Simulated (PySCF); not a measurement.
C5H9 (doublet state).
Z-matrix (Å and degrees, GFN2-xTB geometry), rows numbered from 1:
```
C 
C   1  1.4738
C   2  1.5150  1  112.36
C   3  1.4982  2  119.84  1   -83.39
C   3  1.4984  2  120.06  1  -153.91
H   1  1.0720  2  120.08  3    31.31
H   1  1.0720  2  120.91  3  -152.87
H   2  1.1031  1  110.16  3  -120.40
H   2  1.0959  1  109.99  3   122.99
H   3  1.0834  2  113.26  1    61.06
H   4  1.0792  3  118.82  5  -108.00
H   4  1.0795  3  117.99  5   107.97
H   5  1.0798  3  118.10  4  -107.99
H   5  1.0793  3  118.65  4   108.18
```

The hyperfine couplings belong to this conformer and change with its torsions.

Identity: `[CH2]CC1CC1` [radical].

Computed with UKS B3LYP, pcH-1 on C H, non-relativistic, mean-field spin-orbit, GIAO (PySCF). Isolated species at its GFN2-xTB geometry (one conformer only). A GFN2-xTB geometry isn't a minimum of the functional, and hyperfine couplings can be far from their values at a DFT geometry. No stability test was run, so a lower SCF solution isn't excluded.

Problem. Give the isotropic g value and a_iso(13C) at C1.

Solution. g_iso = 2.00263 and a = +89.92 MHz, or +3.208 mT (Mulliken spin population +1.08). 13C makes up about 1.07 % of the natural element, so this concerns labelled samples or satellites.

Problem. Take this nucleus alone (I = 1/2, g_N = 1.4048) with S = 1/2. Where do its 2 lines fall at 9.678 GHz to first order, to second order and exactly?

Solution. First order: B = B0 − a·mI with B0 = 345.281 mT. Second order subtracts a²[I(I+1) − mI²]/(2B0). The exact fields come from the Breit–Rabi levels of H = g μB B Sz − g_N μN B Iz + a S·I.

```json
{"mI": "−1/2", "first order (mT)": "346.885", "second order (mT)": "346.878", "exact (mT)": "346.878", "exact − first order": "-0.007"}
{"mI": "+1/2", "first order (mT)": "343.677", "second order (mT)": "343.670", "exact (mT)": "343.670", "exact − first order": "-0.007"}
```

Problem. Someone takes the midpoint and the distance of the outer exact lines at face value. What g and a result?

Solution. Their midpoint, 345.274 mT, gives an apparent g of 2.00268 (true 2.00263), and their distance over 2I an apparent |a| of 3.208 mT (true 3.208).

Problem. What levels remain at zero field?

Solution. F = I ± 1/2 = 1 and 0, at a·I/2 = +22.5 MHz and −a(I+1)/2 = -67.4 MHz, that is |a|(I + 1/2) = 89.9 MHz apart; F = 0 lies lower.

Other couplings of abundant isotopes, left aside here: 2 × 1H 99 MHz, 2 × 1H 63 MHz, 1 × 1H 2 MHz.

Nuclei that the bonding pattern makes equivalent are averaged, as if the motion that swaps them (rotation, inversion, ring flip) were fast. The 1H value of +99.3 MHz is a mean of couplings from 43.4 to 155.1 MHz in this one geometry, not an average over conformers.
